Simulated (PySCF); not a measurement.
Species: nitric acid, HNO3.
Bonds: O1–N2 (double), N2–O3, N2–O4. Hydrogens: H5 on O4.

Computed, not measured: PBE0-D3(BJ)/def2-SVP geometry optimisation, gas phase in PySCF 2.14.0.

Task: List the bond lengths, angles and torsions at this level.

Result: 
```
 bond  length (Å)
O1=N2       1.200
N2–O3       1.186
N2–O4       1.377
O4–H5       0.972
```

A selection of angles:
```
   angle  degrees
O1–N2–O3    130.0
O1–N2–O4    115.7
O3–N2–O4    114.3
N2–O4–H5    103.6
```

Dihedral angles: H5–O4–N2–O1 0° (synperiplanar).

The 4 heavy atoms lie in one plane (0.000 Å rms). The 3 N–O bonds span 1.186 Å (N2–O3, drawn single in a drawing that doesn't fit all lengths) to 1.377 Å (N2–O4, drawn single in a drawing that doesn't fit all lengths), a spread of 0.191 Å. N2 (nitrogen bonded to 3 O) is planar (angles 130.0°, 115.7° and 114.3°, sum 360.0°, 0.00 Å off the plane of its three neighbours).

Point group: Cs (every atom within 0.08 Å of its image). Stationary, but not proved a minimum. One conformer, not necessarily the lowest (O1–N2–O4–H 0°).

The run took 7.5 s wall on Arm Neoverse V2, one thread, shared host with 96 logical CPUs at a one-minute load of 23, and the process peaked at 0.28 GiB of memory. This is the geometry optimisation.
